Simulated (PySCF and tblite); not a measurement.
Values are calculated unless marked as measured or tabulated.
C3H7NO, numbered as in [CH3:1][CH2:2][C:3]([NH2:4])=[O:5].

Level: CAM-B3LYP-D3(BJ)/def2-TZVP (IEF-PCM, chloroform)//GFN2-xTB, thermal terms from GFN2-xTB, symmetry numbers and mirror pairs counted. Conformers within 3 kcal/mol (GFN2-xTB free energy) were kept, 7 at most. Run with PySCF (density fitting) and tblite.

Rotational constants are equilibrium values for the commonest isotopes; dipoles come from the energy level named and are polarised by its solvent model.

Torsions listed: C1–C2–C3–O5, O5–C3–N4–H4. Of a mirror pair one member is shown.

```tsv
conformer	shape	symmetry	weight %
1	0°, 180°	Cs	73.3
2	-102°, 179°	C1 (pair)	26.7
```

Sets of constants, in random order:

| set | A (MHz) | B (MHz) | C (MHz) | abs μa (D) | abs μb (D) | abs μc (D) |
| --- | --- | --- | --- | --- | --- | --- |
| P | 8310 | 3963 | 3154 | 2.22 | 4.25 | 0.82 |
| Q | 9904 | 3856 | 2874 | 1.01 | 4.61 | 0.01 |

Problem. Match each set to its conformer.

Solution. P is conformer 2, Q is conformer 1.
